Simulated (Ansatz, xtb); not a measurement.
**Relative energy of two isomers of C3H7NO**

Structure a: `C/N=C/OC`, a singlet. Structure b: `CCC(N)=O`, a singlet. Both are isolated molecules in the gas phase, relaxed with PBE-D3(BJ)/def2-SVP; the shapes shown needn't be the lowest conformers.

a (Å):

```xyz
12

C    -1.0256    1.3881    1.9032
C     1.1931    0.7779    1.5157
C     1.8395   -0.8287   -0.0715
N    -0.0309    0.6089    1.2079
O     2.2099    0.1114    0.9386
H    -1.6172    1.9877    1.1778
H    -0.6140    2.0895    2.6715
H    -1.7515    0.7162    2.4105
H     1.5852    1.4831    2.2860
H     2.7815   -1.2786   -0.4347
H     1.3003   -0.3270   -0.9017
H     1.1669   -1.6093    0.3406
```

b (Å):

```xyz
12

C     0.1236    0.8691    0.1783
C     0.5347    0.7451   -1.2846
C     0.6463   -0.7164   -1.7358
N     1.3583   -0.9080   -2.8924
O     0.1237   -1.6439   -1.1258
H    -0.7918    0.2761    0.3669
H    -0.0674    1.9243    0.4549
H     0.9102    0.4711    0.8499
H    -0.2207    1.2307   -1.9429
H     1.4920    1.2739   -1.4854
H     1.4205   -1.8536   -3.2701
H     1.7821   -0.1402   -3.4097
```

**Question.** Which of the two would you expect CCSD(T)/def2-SVP + ΔMP2/def2-TZVPP electronic energies to favour?

**Answer.** Structure b; the calculation gives E(b) − E(a) = −1.366 eV.

Level by level:

```json
{"level": "GFN2-xTB", "geometry": "GFN2-xTB", "E(b) − E(a) (eV)": "−0.584", "departure from the last row (eV)": "+0.783", "job, with rough time for the two": "optimisation, 0.12 s"}
{"level": "HF/STO-3G", "geometry": "GFN2-xTB", "E(b) − E(a) (eV)": "−0.522", "departure from the last row (eV)": "+0.844", "job, with rough time for the two": "single point, 0.24 s"}
{"level": "r2SCAN-D4/def2-SVP", "geometry": "GFN2-xTB", "E(b) − E(a) (eV)": "−1.484", "departure from the last row (eV)": "−0.118", "job, with rough time for the two": "single point, 1.3 s"}
{"level": "PBE-D3(BJ)/def2-SVP", "geometry": "PBE-D3(BJ)/def2-SVP", "E(b) − E(a) (eV)": "−1.414", "departure from the last row (eV)": "−0.048", "job, with rough time for the two": "optimisation, 21 s"}
{"level": "HF/def2-SVP", "geometry": "PBE-D3(BJ)/def2-SVP", "E(b) − E(a) (eV)": "−1.455", "departure from the last row (eV)": "−0.089", "job, with rough time for the two": "part of the CCSD(T) run"}
{"level": "MP2/def2-SVP", "geometry": "PBE-D3(BJ)/def2-SVP", "E(b) − E(a) (eV)": "−1.511", "departure from the last row (eV)": "−0.144", "job, with rough time for the two": "part of the CCSD(T) run"}
{"level": "CCSD(T)/def2-SVP", "geometry": "PBE-D3(BJ)/def2-SVP", "E(b) − E(a) (eV)": "−1.400", "departure from the last row (eV)": "−0.034", "job, with rough time for the two": "single point"}
{"level": "CCSD(T)/def2-SVP + ΔMP2/def2-TZVPP", "geometry": "PBE-D3(BJ)/def2-SVP", "E(b) − E(a) (eV)": "−1.366", "departure from the last row (eV)": "", "job, with rough time for the two": "single point, 14 s"}
```

As drawn, b has 2 C–C, 1 C=O, 2 N–H in place of 1 C=N, 2 C–O, 2 C–H.

The levels shown agree on the order. The largest departure from CCSD(T)/def2-SVP + ΔMP2/def2-TZVPP is that of HF/STO-3G, 0.844 eV. The last row adds to CCSD(T) the change of the MP2 difference between the two basis sets, here +0.034 eV.

With harmonic frequencies from PBE-D3(BJ)/def2-SVP (ideal gas, rigid rotor, one conformer each, 298.15 K, 1 atm): on the last row, ΔE + ΔZPE = −1.358 eV. A mode under 50 cm⁻¹ makes harmonic enthalpies and free energies unreliable, so none is given.

The correlated steps freeze 5 core orbitals. Run with Ansatz 0.2.0, xtb 6.7.1; the last row on 4 threads of AMD EPYC 7R43 64-Core Processor (Zen 3) on a shared host.
